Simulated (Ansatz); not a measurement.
System: pyrite PtSb2. Method: PBE-D3(BJ) (PAW; Ansatz, a first-principles code).

Run with plane-wave cutoff 520 eV, 10×10×10 k mesh, Fermi–Dirac smearing 0.05 eV, scalar-relativistic PAW data made under PBE.

Computed at the level's own relaxed cell.

**Question.** Give the computed equilibrium lattice constant a.

**Answer.** 
equilibrium lattice constant a: 6.473 Å

Measured, for comparison: lattice constant a 6.44 Å (temperature not stated, not corrected to a static lattice; as tabulated in Saeed et al. (2013), arXiv:1402.4256). Computed (rounded) less measured: lattice constant a +0.5 %.

Spin–orbit coupling is not included.

The computed numbers hold no vibrational or temperature effects.

The result took roughly 12 core-minutes.
